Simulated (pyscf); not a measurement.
**Hydrogen abstraction: F–SiH₂–SiH₃ (SMILES F[SiH2][SiH3]) + H• (SMILES [H]) -> F–SiH₂–SiH₂• (SMILES F[SiH2][SiH2]) + H₂ (SMILES [H][H])**

Gas phase, doublet surface, charge 0. Bonds broken: Si2–H6. Bonds formed: H3–H6. PySCF, gas phase, ωB97X-D3(BJ)/def2-SVP geometries.

Transition state (Å):

```xyz
9

Si     0.9837    -0.5895    -0.0523
Si    -0.6133     1.1081    -0.1145
H      0.3496     3.4112     1.2362
H      0.5668    -1.7792    -0.8461
H      1.2685    -1.0058     1.3489
H     -0.0536     2.3610     0.6421
H     -1.8627     0.6630     0.5722
H     -0.9281     1.5055    -1.5174
F      2.3612     0.0016    -0.7037
```

One imaginary mode, 941i cm⁻¹; descent along it reached the two sides named.

| bond | change | reactant side (Å) | saddle | product side |
|---|---|---|---|---|
| Si2–H6 | breaks | 1.491 | 1.567 | 3.3 |
| H3–H6 | forms | 3.5 | 1.272 | 0.761 |

Electronic energies relative to the separated reactants (kJ/mol):

| level | barrier | reaction energy | reverse barrier |
|---|---|---|---|
| ωB97X-D3(BJ)/def2-TZVP | 18.2 | -60.7 | 78.9 |
| PBE/def2-TZVP | -0.3 | -71.0 | 70.7 |
| r²SCAN/def2-TZVP | -5.7 | -79.0 | 73.4 |
| B3LYP-D3(BJ)/def2-TZVP | -0.4 | -75.6 | 75.2 |
| PBE0-D3(BJ)/def2-TZVP | 6.1 | -65.6 | 71.7 |
| M06-2X/def2-TZVP | 20.3 | -73.5 | 93.9 |
| ωB97M-D3(BJ)/def2-TZVP | 18.0 | -62.4 | 80.4 |
| HF/def2-TZVP | 48.9 | -42.1 | 90.9 |

With ωB97M-D3(BJ)/def2-TZVP energies and thermal terms (ideal gas, 1 atm, RRHO with modes under 100 cm⁻¹ raised to 100, one conformer, R ln 2 for chiral ones without a mode under 150 cm⁻¹), in kJ/mol:

```
T (K)   ΔH‡    ΔG‡     ΔH     ΔG
-----  ----  -----  -----  -----
298    12.1   39.1  -58.8  -64.5
600    11.0   66.9  -58.7  -70.5
900    10.5   94.9  -60.6  -76.0
1200    9.8  123.2  -63.4  -80.8
```

At r²SCAN this geometry lies under the reactants; that is no barrier but a single point on another level's saddle; such a level's own saddle, if it has one, lies nearer that side and is low. This is the saddle that the search found; another between the same sides may lie lower. The angle at the transferred H is 177°.
